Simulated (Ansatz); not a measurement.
# One shape, several levels: AlH (SMILES [AlH])

We compute a comparison of 6 runs (UB3LYP/3-21G, CAM-B3LYP/cc-pVTZ, PBE/cc-pVTZ, wB97M-V/cc-pVTZ, UMP2/3-21G, CCSD/3-21G) of AlH. 

Program for the calculation: Ansatz 0.2.0.

53 further runs of the same task are left out: 53 set aside as unsound or not needed.

### 1 The molecule

AlH has 2 atoms, charge 0, and is taken as a singlet. SMILES: `[AlH]`. The H2–Al1 distance was set to 4.034 Å, away from the relaxed value.

### 2 A single-point energy at UB3LYP/3-21G (run 1)

The input, input.yaml:

```yaml
crystal:
  periodic: [false, false, false]
  atoms:
    - {symbol: Al, position_ang: [0.000000, 0.000000, -2.420230]}
    - {symbol: H, position_ang: [0.000000, 0.000000, 1.613470]}
basis:
  gaussian:
    orbitals: 3-21G.json
hamiltonian:
  xc: {name: B3LYP}
accuracy: high
magnetization:
  spin_polarized: true
  initial_magnetization: 0
```

The basis set 3-21G is read from a file made from the Basis Set Exchange's data (not shown).

Run with:

```
$ ansatz run input.yaml --threads 1 --pin off --max-ram 2610MiB --events-out events.jsonl --progress --plain --runs-dir runs
```

Output:

```text
Warning: RAYON_NUM_THREADS=1 ignored (pool sized by the plan → 1); use --threads N
Functional definition: B3LYP
  name "B3LYP"
  parameter a0 = 0.2
  parameter ax = 0.72
  parameter ac = 0.81
  exchange = (1 - a0 - ax)*slater_x + ax*b88_x + a0*exact_x
  correlation = (1 - ac)*vwn_rpa_c + ac*lyp_c
270 factors; integrals over basis functions are off by at most 4.6e-9 eV
mean field evaluation 1: about -6568.3316 eV, gradient 1.1e1 eV
mean field evaluation 2: about -6558.9329 eV, gradient 1.2e1 eV
mean field evaluation 4: about -6571.0300 eV, gradient 6.7e0 eV
mean field evaluation 8: about -6572.1971 eV, gradient 2.6e-1 eV
mean field evaluation 16: about -6572.1981 eV, gradient 5.2e-6 eV
mean field evaluation 32: about -6572.8387 eV, gradient 5.0e-5 eV
mean field evaluation 64: about -6572.8379 eV, gradient 1.2e-1 eV
mean field evaluation 96: about -6572.8387 eV, gradient 6.1e-9 eV
mean field -6572.83868402 eV, -241.5473664075 hartree, gradient 6.1e-9 eV, S^2 0.834273; 7 other end points of the search recorded, 0 dependent functions left out
reference -6572.83871161 eV, -241.5473674216 hartree; 7, 7 occupied and 8, 8 virtual orbitals, 270 factors
Total energy: -6572.83871161 eV, -241.5473674216 hartree
```

It took 4.8 s on 1 thread of Intel Xeon Platinum 8259CL at 2.50GHz (Skylake/Cascade Lake), shared host; peak memory 0.11 GiB.

### 3 The energy at CAM-B3LYP/cc-pVTZ (run 2)

The input, run.yaml:

```yaml
crystal:
  periodic: [false, false, false]
  atoms:
    - {symbol: Al, position_ang: [0.000000, 0.000000, -2.420230]}
    - {symbol: H, position_ang: [0.000000, 0.000000, 1.613470]}
basis:
  gaussian:
    orbitals: cc-pVTZ
hamiltonian:
  xc: {name: CAM-B3LYP}
accuracy: high
```

Run with:

```
$ ansatz run run.yaml --threads 1 --pin off --max-ram 2610MiB --events-out events.jsonl --progress --plain --runs-dir runs
```

Output:

```text
Warning: RAYON_NUM_THREADS=1 ignored (pool sized by the plan → 1); use --threads N
Functional definition: CAM-B3LYP
  name "CAM-B3LYP"
  parameter alpha = 0.19
  parameter beta = 0.46
  parameter omega = 0.33/bohr
[... 1 set-up line as earlier in the session ...]
  exchange = (1 - alpha - beta)*b88_x + beta*b88_x_sr(omega) + alpha*exact_x + beta*exact_x_lr(omega)
  correlation = (1 - ac)*vwn5_c + ac*lyp_c
534 factors; integrals over basis functions are off by at most 2.9e-9 eV
222 factors; integrals over basis functions are off by at most 2.5e-9 eV
mean field evaluation 1: about -6605.6003 eV, gradient 1.5e1 eV
mean field evaluation 2: about -6595.2106 eV, gradient 1.9e1 eV
mean field evaluation 4: about -6607.3870 eV, gradient 6.6e0 eV
mean field evaluation 8: about -6608.2106 eV, gradient 3.8e-1 eV
mean field evaluation 16: about -6608.2116 eV, gradient 1.3e-4 eV
mean field -6608.21157384 eV, -242.8472961320 hartree, gradient 4.7e-9 eV, S^2 0.000000; 1 other end points of the search recorded, 0 dependent functions left out
reference -6608.21158857 eV, -242.8472966733 hartree; 7, 7 occupied and 41, 41 virtual orbitals, 534 factors
Total energy: -6608.21158857 eV, -242.8472966733 hartree
```

Wall time 1.5 s (1 thread of Intel Xeon Platinum 8259CL at 2.50GHz (Skylake/Cascade Lake), shared host); peak memory 0.11 GiB.

Run 3 isn't shown in full; the table further down has it.

### 4 The energy at wB97M-V/cc-pVTZ (run 4)

The input, molecule.yaml:

```yaml
crystal:
  periodic: [false, false, false]
  atoms:
    - {symbol: Al, position_ang: [0.000000, 0.000000, -2.420230]}
    - {symbol: H, position_ang: [0.000000, 0.000000, 1.613470]}
basis:
  gaussian:
    orbitals: cc-pVTZ
accuracy: high
hamiltonian:
  xc: {name: wB97M-V}
```

Run with:

```
$ ansatz run molecule.yaml --threads 1 --pin off --max-ram 2610MiB --events-out events.jsonl --progress --plain --runs-dir runs
```

Output, shortened:

```text
Warning: RAYON_NUM_THREADS=1 ignored (pool sized by the plan → 1); use --threads N
Functional definition: wB97M-V
  name "wB97M-V"
[...]
  gx(w, u) = 1 - cx + cx01*u + cx10*w
  gss(w, u) = css00 + css04*u^4 + css10*w + css20*w^2 + css43*w^4*u^3
  gos(w, u) = cos00 + cos10*w + (cos20 + cos21*u)*w^2 + (cos60 + cos61*u)*w^6
[...]
      + integral(e_c_pw_mod_opposite_spin*gos(b97_w_opposite, b97_u_opposite)) + vv10(b, c)
534 factors; integrals over basis functions are off by at most 2.9e-9 eV
210 factors; integrals over basis functions are off by at most 2.4e-9 eV
[...]
mean field -6607.70380739 eV, -242.8286360591 hartree, gradient 1.9e-8 eV, S^2 0.000000; 1 other end points of the search recorded, 0 dependent functions left out
reference -6607.70381092 eV, -242.8286361887 hartree; 7, 7 occupied and 41, 41 virtual orbitals, 534 factors
Total energy: -6607.70381092 eV, -242.8286361887 hartree
```

It took 8.4 s on 1 thread of Intel Xeon Platinum 8259CL at 2.50GHz (Skylake/Cascade Lake), shared host; peak memory 0.21 GiB.

Run 5 isn't shown in full; the table further down has it.

### 5 A single-point energy at CCSD/3-21G (run 6)

The input, input.yaml:

```yaml
crystal:
  periodic: [false, false, false]
  atoms:
    - {symbol: Al, position_ang: [0.000000, 0.000000, -2.420230]}
    - {symbol: H, position_ang: [0.000000, 0.000000, 1.613470]}
basis:
  gaussian: {orbitals: 3-21G.json}
correlation: {method: ccsd, frozen_orbitals: {Al: 5, H: 0}}
accuracy: high
scf: {omitted_lower_state_checks: [cluster_reference, increment]}
```

The basis set 3-21G is read from a file made from the Basis Set Exchange's data (not shown).

Run with:

```
$ ansatz run input.yaml --threads 1 --pin off --max-ram 2610MiB --events-out events.jsonl --progress --plain --runs-dir runs
```

Output:

```text
Warning: RAYON_NUM_THREADS=1 ignored (pool sized by the plan → 1); use --threads N
[... 13 lines left out ...]
5 core orbitals not correlated: weight in the atoms' cores, before any rotation towards them, 1.000 or more for the frozen orbitals, at most 0.000 for the correlated occupied ones
[... 28 lines left out ...]
WARN: these amplitudes may be one of several solutions (largest doubles amplitude 0.74, level shift 4.10 eV)
Total energy: -6560.08597012 eV, -241.0787128160 hartree
Checks for a lower state left out: cluster_reference, increment
```

It took 0.24 s on 1 thread of Intel Xeon Platinum 8259CL at 2.50GHz (Skylake/Cascade Lake), shared host.

### 6 All runs side by side

```
run              level  frozen core orbitals  energy (Eh)  wall time
  1       UB3LYP/3-21G                     –  -241.547367      4.8 s
  2  CAM-B3LYP/cc-pVTZ                     –  -242.847297      1.5 s
  3        PBE/cc-pVTZ                     –  -242.724122      1.1 s
  4    wB97M-V/cc-pVTZ                     –  -242.828636      8.4 s
  5         UMP2/3-21G                     5  -241.065649     0.52 s
  6         CCSD/3-21G                     5  -241.078713     0.24 s
```

### 7 What came out

```
                                          quantity          value
                               run 6: total energy  -241.07871 Eh
run 6: correlation energy (5 core orbitals frozen)     -118.6 mEh
                              run 6: T1 diagnostic          0.145
```

In words: Totals of different functionals can't be ranked against each other. In run 6 the T1 diagnostic is large, so a single reference may not serve. In run 6 the log says that unrestricted orbitals would lower the reference, so the values rest on an unstable closed-shell determinant (other closed-shell runs at this shape may share the fault). Spin contamination of the reference: run 5 ⟨S²⟩ = 0.98, run 1 ⟨S²⟩ = 0.83. Where it is this large, the reference is a mixture of spin states, and values that rest on it are in doubt. All runs together took 17 s, the longest 8.4 s.
